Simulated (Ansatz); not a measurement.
# BH3 (singlet): from Hartree-Fock to the top rungs at a displaced geometry (v1), cc-pVDZ

One table from this session's results is given with a row withheld; the runs are named, their logs left out.

Computed with Ansatz 0.2.0, Gaussian basis. Level: cc-pVDZ, core rule «outside noble gas», up to 1 orbitals frozen.

To be run: UHF; CCSD(T) on RHF; BCCD(T) on RHF; CISD; CCSDT(Q) on RHF; CCSDTQ on RHF; Full CI.

21 further runs of the same task are left out: 5 for a known fault of the program, 8 that didn't finish, 8 set aside as unsound or not needed.

**What is computed**

The geometry is a PBE0/def2-TZVP stationary point (not a proven minimum) with its atoms shifted at random (size 0.040 Å).

4 atoms, charge 0, spin multiplicity 1.

Atoms are counted from 1 here; the program's logs count them from 0.

Bond lengths: B1–H2 1.193 Å, B1–H3 1.209 Å, B1–H4 1.239 Å. Angles: H2–B1–H3 117.7°, H2–B1–H4 121.0°, H3–B1–H4 121.1°.

The first run:

in.yaml reads:

```yaml
crystal:
  periodic: [false, false, false]
  atoms:
    - {symbol: B, position_ang: [0.000681, -0.000538, 0.006476]}
    - {symbol: H, position_ang: [1.193225, -0.002124, -0.004935]}
    - {symbol: H, position_ang: [-0.561482, 1.068843, -0.050128]}
    - {symbol: H, position_ang: [-0.639047, -1.060952, -0.014393]}
basis:
  gaussian: {orbitals: cc-pVDZ}
magnetization: {spin_polarized: true, initial_magnetization: 0}
hamiltonian: {xc: hf}
output: {orbitals: {seedname: orbitals}}
```

Launch:

```bash
ansatz run in.yaml --threads 1 --pin off --events-out ev --progress --plain --max-ram 2393MiB
```

Steps of the session up to this table: UHF; CCSD(T) on RHF; BCCD(T) on RHF; CISD; CCSDT(Q) on RHF; CCSDTQ on RHF; Full CI.

One table of the session follows, with a row left open; its other results are not shown here.

| method | from FCI (kcal/mol) |
| --- | --- |
| RHF | +74.45 |
| RMP2 | ? |
| CISD | +3.49 |
| RCCSD | +1.24 |
| RCCSD(T) | +0.26 |
| BCCD(T) | +0.26 |
| RCCSDT | +0.03 |
| RCCSDT(Q) | 0.00 |
| RCCSDTQ | 0.00 |
| FCI | 0 |

Estimate the missing values for RMP2.

The run gave: from FCI (kcal/mol): +16.46. In the column «from FCI (kcal/mol)» it lies between CISD (+3.49) and RHF (+74.45).
